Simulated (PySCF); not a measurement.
# Beryllium: a sound run and one with changed settings

Sound run: Be [He] 2s2, Be⁺ [He] 2s1. Calculation: PySCF 2.14, in cc-pVTZ (4s3p2d1f, 30 functions); no relativity, point nucleus. In the sound run the correlated levels freeze 1s2. The sound run starts from symmetry-adapted Hartree-Fock orbitals and uses a fine grid where one is needed.

Changed run: all electrons correlated in a basis built for the valence shell.

| species | method | sound run (hartree) | changed run (hartree) | converged |
| --- | --- | --- | --- | --- |
| Be | MP2 | -14.60105 | -14.60644 | yes |
| Be | CCSD(T) | -14.61843 | -14.62379 | yes |
| Be⁺ | MP2 | n/a | -14.28219 | yes |
| Be⁺ | CCSD(T) | n/a | -14.28259 | yes |

Ionisation energy of Be:

| method | sound run (eV) | changed run (eV) |
| --- | --- | --- |
| UHF | 8.045 | 8.045 |
| MP2 | 8.811 | 8.823 |
| SCS-MP2 | 8.965 | 8.975 |
| CCSD | 9.284 | 9.279 |
| CCSD(T) | 9.284 | 9.285 |

A valence basis has no tight correlating functions, so it recovers only part of the core correlation, and not evenly between atom and ion.

For comparison, NIST gives 9.323 eV between the lowest levels.
